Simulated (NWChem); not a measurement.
Correlation energy of H₂Si

```
Si
H 1 1.5340
H 1 1.5340 2 91.22
```
Charge 0, spin multiplicity 1.

Everything below was run with NWChem. All single points use one geometry, from PBE0/def2-SVP, a minimum by its harmonic frequencies.

Basis set: def2-SVP. Each correlation energy counts from its own Hartree-Fock reference.

The correlated methods keep 5 core orbitals frozen. The structure started from a generated list of species. Coupled-cluster values serve here as a point of comparison, not as the truth.

One of these methods gave a correlation energy of -116.7 mHa. Which?
(A) MP2
(B) CCSD
(C) CR-CCSD[T]
(D) SCS-MP2

C, CR-CCSD[T]. The others give -87.0 (MP2), -96.9 (SCS-MP2), -114.7 (CCSD).
